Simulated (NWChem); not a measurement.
Program: NWChem. System: CH₄O, charge 1, spin multiplicity 2, at the geometry of a parent with another charge or spin, in a state set for the comparison that need not be this species' ground state. Its SCF solution wasn't tested for a lower state. Level: UHF/def2-TZVPD.

The NWChem input:

```
start mol
memory heap 200 mb stack 900 mb global 1100 mb
charge 1
geometry units angstroms nocenter noautoz
  C      0.612545    -0.231443     0.000000
  O     -0.665018     0.358273     0.000000
  H      0.806551    -0.855807     0.895964
  H      1.354776     0.581936     0.000000
  H      0.806551    -0.855807    -0.895964
  H     -1.323004    -0.347844     0.000000
  symmetry group Cs
end
basis spherical
  * library def2-tzvpd
end
scf
  uhf
  nopen 1
  maxiter 100
  thresh 1e-7
  semidirect memsize 60000000 filesize 0
  # guess.movecs holds the orbitals of an unrestricted PBE0 run
  vectors input guess.movecs output mol.movecs
end
task scf energy
```

Output (cleaned and shortened):

```
             Northwest Computational Chemistry Package (NWChem) 7.3.0
             --------------------------------------------------------

                                NWChem Input Module
                                -------------------

 Scaling coordinates for geometry "geometry" by  1.889725989
 (inverse scale =  0.529177249)

 Turning off AUTOSYM since
 SYMMETRY directive was detected!

                             Geometry "geometry" -> ""
                             -------------------------

 Output coordinates in angstroms (scale by  1.889725989 to convert to a.u.)

  No.       Tag          Charge          X              Y              Z
 ---- ---------------- ---------- -------------- -------------- --------------
    1 C                    6.0000     0.61254500    -0.23144300     0.00000000
    2 O                    8.0000    -0.66501800     0.35827300     0.00000000
    3 H                    1.0000     0.80655100    -0.85580700     0.89596400
    4 H                    1.0000     1.35477600     0.58193600     0.00000000
    5 H                    1.0000     0.80655100    -0.85580700    -0.89596400
    6 H                    1.0000    -1.32300400    -0.34784400     0.00000000

 Effective nuclear repulsion energy (a.u.)      40.3081485967

            Nuclear Dipole moment (a.u.)
            ----------------------------
        X                 Y               Z
 ---------------- ---------------- ----------------
    -0.0000000000     0.0000075589     0.0000000000

      Symmetry information
      --------------------

 Group name             Cs
 Group number              2
 Group order               2
 No. of unique centers     5

      Symmetry unique atoms

     1    2    3    4    6


 Summary of "ao basis" -> "" (spherical)
 ------------------------------------------------------------------------------
       Tag                 Description            Shells   Functions and Types
 ---------------- ------------------------------  ------  ---------------------
 *                         def2-tzvpd                 on all atoms

 Summary of "ao basis" -> "ao basis" (spherical)
 ------------------------------------------------------------------------------
       Tag                 Description            Shells   Functions and Types
 ---------------- ------------------------------  ------  ---------------------
 C                         def2-tzvpd               13       37   6s3p3d1f
 O                         def2-tzvpd               14       40   6s4p3d1f
 H                         def2-tzvpd                5        9   3s2p

                                 NWChem SCF Module
                                 -----------------

  ao basis        = "ao basis"
  functions       =   113
  atoms           =     6
  alpha electrons =     9
  beta  electrons =     8
  charge          =   1.00
  wavefunction    = UHF
  use symmetry    = T
  symmetry adapt  = T

 Summary of "ao basis" -> "ao basis" (spherical)
 ------------------------------------------------------------------------------
       Tag                 Description            Shells   Functions and Types
 ---------------- ------------------------------  ------  ---------------------
 C                         def2-tzvpd               13       37   6s3p3d1f
 O                         def2-tzvpd               14       40   6s4p3d1f
 H                         def2-tzvpd                5        9   3s2p

      Symmetry analysis of basis
      --------------------------

        a'         75
        a"         38

 Forming initial guess at       0.1s

   Symmetry analysis of molecular orbitals - initial alpha
   -------------------------------------------------------

  Numbering of irreducible representations:

     1 a'          2 a"

  Orbital symmetries:

     1 a'          2 a'          3 a'          4 a'          5 a'
     6 a"          7 a'          8 a"          9 a'         10 a'
    11 a'         12 a'         13 a"         14 a'         15 a'
    16 a"         17 a"         18 a'         19 a'

   Symmetry analysis of molecular orbitals - initial beta
   ------------------------------------------------------

  Numbering of irreducible representations:

     1 a'          2 a"

  Orbital symmetries:

     1 a'          2 a'          3 a'          4 a'          5 a'
     6 a'          7 a"          8 a'          9 a"         10 a'
    11 a'         12 a'         13 a"         14 a'         15 a'
    16 a"         17 a'         18 a"         19 a'

 Starting SCF solution at       0.1s

 ----------------------------------------------
         Quadratically convergent UHF

 Convergence threshold     :          1.000E-07
 Maximum no. of iterations :          100
 Integral*density screening:          1.000E-09
 ----------------------------------------------

              iter       energy          gnorm     gmax       time
             ----- ------------------- --------- --------- --------
                 1     -114.7107556431  4.65D-01  1.04D-01      2.2
                 2     -114.7286007635  1.87D-01  4.44D-02      2.9
                 3     -114.7348046848  2.70D-02  4.34D-03      4.0
                 4     -114.7349403604  5.53D-04  1.77D-04      5.3
                 5     -114.7349404736  2.62D-07  8.27D-08      7.5
                 6     -114.7349404736  5.23D-09  1.04D-09      8.8

       Final UHF  results
       ------------------

         Total SCF energy =   -114.734940473571
      One electron energy =   -230.370059713326
      Two electron energy =     75.326970643059
 Nuclear repulsion energy =     40.308148596696
[...]
   Bfn.  Coefficient  Atom+Function         Bfn.  Coefficient  Atom+Function
  ----- ------------  ---------------      ----- ------------  ---------------
    45      0.291908  2 O  py                48      0.264080  2 O  py
    44     -0.257880  2 O  px                47     -0.240972  2 O  px
     7      0.204531  1 C  px

 Vector    8  Occ=1.000000D+00  E=-8.250808D-01  Symmetry=a"
              MO Center=  5.9D-01, -4.6D-01,  1.5D-14, r^2= 1.3D+00
   Bfn.  Coefficient  Atom+Function         Bfn.  Coefficient  Atom+Function
  ----- ------------  ---------------      ----- ------------  ---------------
     9      0.311606  1 C  pz                12      0.280153  1 C  pz
    79      0.209717  3 H  s                 97     -0.209717  5 H  s
    15      0.207839  1 C  pz                46     -0.184984  2 O  pz
    49     -0.168484  2 O  pz

 Vector    9  Occ=1.000000D+00  E=-8.147785D-01  Symmetry=a'
              MO Center=  7.4D-01, -2.8D-02, -1.8D-15, r^2= 1.3D+00
   Bfn.  Coefficient  Atom+Function         Bfn.  Coefficient  Atom+Function
  ----- ------------  ---------------      ----- ------------  ---------------
     8      0.297541  1 C  py                11      0.263041  1 C  py
    88      0.236004  4 H  s                 14      0.180586  1 C  py
    87      0.161458  4 H  s

 Vector   10  Occ=0.000000D+00  E=-1.337134D-01  Symmetry=a'
              MO Center= -1.4D+00, -6.5D-01,  4.3D-17, r^2= 4.9D+00
   Bfn.  Coefficient  Atom+Function         Bfn.  Coefficient  Atom+Function
  ----- ------------  ---------------      ----- ------------  ---------------
     6      1.388527  1 C  s                  5      1.325537  1 C  s
    80     -0.788737  3 H  s                 98     -0.788737  5 H  s
    53     -0.643873  2 O  px                13      0.370409  1 C  px
   107     -0.353640  6 H  s                 89     -0.349224  4 H  s
   112     -0.315759  6 H  py                41     -0.258605  2 O  s

 Vector   11  Occ=0.000000D+00  E=-7.984647D-02  Symmetry=a'
              MO Center=  1.3D+00, -4.4D-01, -6.4D-16, r^2= 8.1D+00
   Bfn.  Coefficient  Atom+Function         Bfn.  Coefficient  Atom+Function
  ----- ------------  ---------------      ----- ------------  ---------------
     6      3.108214  1 C  s                 43     -2.860863  2 O  s
     5      2.823231  1 C  s                 89     -1.770750  4 H  s
   107      1.243901  6 H  s                 80     -1.181233  3 H  s
    98     -1.181233  5 H  s                  4     -0.498829  1 C  s
    13      0.487028  1 C  px               112      0.387955  6 H  py

 Vector   12  Occ=0.000000D+00  E=-6.196863D-02  Symmetry=a"
              MO Center= -7.6D-01, -2.5D-02,  6.9D-15, r^2= 9.3D+00
   Bfn.  Coefficient  Atom+Function         Bfn.  Coefficient  Atom+Function
  ----- ------------  ---------------      ----- ------------  ---------------
    80      3.177275  3 H  s                 98     -3.177275  5 H  s
    15     -1.631879  1 C  pz                55     -1.398152  2 O  pz
    86     -0.698562  3 H  pz               104     -0.698562  5 H  pz
    29      0.689651  1 C  d  1              27      0.555525  1 C  d -1
    85      0.481729  3 H  py               103     -0.481729  5 H  py

                     UHF Final Beta Molecular Orbital Analysis
                     -----------------------------------------

 Vector    6  Occ=1.000000D+00  E=-9.557418D-01  Symmetry=a'
              MO Center= -3.9D-02,  2.0D-01, -5.8D-14, r^2= 1.4D+00
   Bfn.  Coefficient  Atom+Function         Bfn.  Coefficient  Atom+Function
  ----- ------------  ---------------      ----- ------------  ---------------
    45      0.281606  2 O  py                48      0.254482  2 O  py
    44     -0.246880  2 O  px                47     -0.230111  2 O  px
     7      0.224465  1 C  px                10      0.178558  1 C  px

 Vector    7  Occ=1.000000D+00  E=-8.484606D-01  Symmetry=a"
              MO Center=  5.6D-01, -4.2D-01, -9.7D-13, r^2= 1.2D+00
   Bfn.  Coefficient  Atom+Function         Bfn.  Coefficient  Atom+Function
  ----- ------------  ---------------      ----- ------------  ---------------
     9      0.326661  1 C  pz                12      0.303041  1 C  pz
    79      0.169424  3 H  s                 97     -0.169424  5 H  s
    15      0.154766  1 C  pz

 Vector    8  Occ=1.000000D+00  E=-8.053566D-01  Symmetry=a'
              MO Center=  6.5D-01, -3.5D-02, -2.1D-14, r^2= 1.4D+00
   Bfn.  Coefficient  Atom+Function         Bfn.  Coefficient  Atom+Function
  ----- ------------  ---------------      ----- ------------  ---------------
     8      0.299517  1 C  py                11      0.269317  1 C  py
    88      0.222830  4 H  s                 14      0.186362  1 C  py
    45     -0.176847  2 O  py                48     -0.159591  2 O  py
    87      0.153812  4 H  s

 Vector    9  Occ=0.000000D+00  E=-2.711904D-01  Symmetry=a"
              MO Center= -4.9D-01,  1.7D-01,  4.0D-13, r^2= 1.6D+00
   Bfn.  Coefficient  Atom+Function         Bfn.  Coefficient  Atom+Function
  ----- ------------  ---------------      ----- ------------  ---------------
    52      0.363925  2 O  pz                46      0.358625  2 O  pz
    49      0.350142  2 O  pz                15     -0.200756  1 C  pz

 Vector   10  Occ=0.000000D+00  E=-1.290146D-01  Symmetry=a'
              MO Center= -1.3D+00, -6.8D-01,  1.9D-13, r^2= 5.3D+00
   Bfn.  Coefficient  Atom+Function         Bfn.  Coefficient  Atom+Function
  ----- ------------  ---------------      ----- ------------  ---------------
     6      1.552162  1 C  s                  5      1.492237  1 C  s
    80     -0.876082  3 H  s                 98     -0.876082  5 H  s
    53     -0.679844  2 O  px                13      0.406738  1 C  px
    89     -0.397059  4 H  s                107     -0.370604  6 H  s
   112     -0.317774  6 H  py                14     -0.269430  1 C  py

 Vector   11  Occ=0.000000D+00  E=-7.752307D-02  Symmetry=a'
              MO Center=  1.2D+00, -3.6D-01, -1.4D-12, r^2= 8.5D+00
   Bfn.  Coefficient  Atom+Function         Bfn.  Coefficient  Atom+Function
  ----- ------------  ---------------      ----- ------------  ---------------
     6      3.037853  1 C  s                 43     -2.888527  2 O  s
     5      2.765308  1 C  s                 89     -1.842333  4 H  s
   107      1.341946  6 H  s                 80     -1.125373  3 H  s
    98     -1.125373  5 H  s                  4     -0.488680  1 C  s
    13      0.479807  1 C  px               112      0.418518  6 H  py

 center of mass
 --------------
 x =  -0.09609759 y =   0.08639275 z =   0.00000000

 moments of inertia (a.u.)
 ------------------
          22.092512076301          19.893095163214           0.000000000000
          19.893095163214          64.409718933164           0.000000000000
           0.000000000000           0.000000000000          74.945795234224

  Mulliken analysis of the total density
  --------------------------------------

    Atom       Charge   Shell Charges
 -----------   ------   -------------------------------------------------------
    1 C    6     6.31   0.85  1.12  0.48  0.73 -0.00  0.01  1.22  1.35  0.44  0.03  0.06  0.01  0.01
    2 O    8     7.95   0.79  1.18  0.60  1.02  0.20 -0.02  1.78  1.88  0.47  0.01  0.00  0.03  0.00  0.00
    3 H    1     0.72   0.25  0.43  0.01  0.02  0.01
    4 H    1     0.77   0.26  0.45  0.02  0.02  0.02
    5 H    1     0.72   0.25  0.43  0.01  0.02  0.01
    6 H    1     0.53   0.23  0.28 -0.00  0.04 -0.01

  Mulliken analysis of the alpha density
  --------------------------------------

    Atom       Charge   Shell Charges
 -----------   ------   -------------------------------------------------------
    1 C    6     3.11   0.43  0.56  0.24  0.36 -0.00  0.01  0.60  0.65  0.21  0.01  0.03  0.00  0.00
    2 O    8     4.48   0.40  0.59  0.31  0.52  0.09 -0.01  1.13  1.15  0.28  0.00  0.00  0.02 -0.00  0.00
    3 H    1     0.39   0.13  0.24  0.00  0.01  0.00
    4 H    1     0.39   0.13  0.23  0.01  0.01  0.01
    5 H    1     0.39   0.13  0.24  0.00  0.01  0.00
    6 H    1     0.24   0.11  0.12  0.00  0.02 -0.01

   Mulliken analysis of the beta density
   -------------------------------------

    Atom       Charge   Shell Charges
 -----------   ------   -------------------------------------------------------
    1 C    6     3.21   0.43  0.56  0.24  0.37  0.00  0.01  0.62  0.70  0.22  0.01  0.03  0.00  0.00
    2 O    8     3.47   0.40  0.59  0.29  0.50  0.11 -0.01  0.65  0.72  0.19  0.00  0.00  0.02  0.00  0.00
    3 H    1     0.33   0.11  0.19  0.01  0.01  0.00
    4 H    1     0.39   0.13  0.23  0.01  0.01  0.01
    5 H    1     0.33   0.11  0.19  0.01  0.01  0.00
    6 H    1     0.28   0.12  0.16 -0.00  0.02 -0.01

   Mulliken analysis of the spin density
   -------------------------------------

    Atom       Charge   Shell Charges
 -----------   ------   -------------------------------------------------------
    1 C    6    -0.10  -0.00  0.00 -0.01 -0.02 -0.01  0.00 -0.02 -0.05 -0.01  0.00  0.01  0.00  0.00
    2 O    8     1.01   0.00 -0.00  0.03  0.03 -0.02 -0.01  0.47  0.43  0.09  0.00 -0.00 -0.00 -0.00 -0.00
    3 H    1     0.06   0.02  0.04 -0.01  0.00  0.00
    4 H    1     0.00   0.00  0.00  0.00 -0.00  0.00
    5 H    1     0.06   0.02  0.04 -0.01  0.00  0.00
    6 H    1    -0.04  -0.01 -0.04  0.01  0.00  0.00

       Multipole analysis of the density wrt the origin
       ------------------------------------------------

     L   x y z        total         alpha         beta         nuclear
     -   - - -        -----         -----         ----         -------
     0   0 0 0      1.000000     -9.000000     -8.000000     18.000000

     1   1 0 0     -0.322305      0.329449     -0.651753     -0.000000
     1   0 1 0     -0.634399     -0.543791     -0.090616      0.000008
     1   0 0 1      0.000000     -0.000000      0.000000      0.000000

     2   2 0 0     -3.778931    -21.955121    -19.948729     38.124920
     2   1 1 0      0.482431      5.978183      4.819594    -10.315346
     2   1 0 1      0.000000     -0.000000      0.000000      0.000000
     2   0 2 0     -7.566524    -10.071012     -9.182633     11.687121
     2   0 1 1      0.000000      0.000000      0.000000      0.000000
     2   0 0 2     -7.439681     -7.210078     -5.962957      5.733354

 Task  times  cpu:        8.9s     wall:        8.9s

 Total times  cpu:        9.0s     wall:        9.0s
```
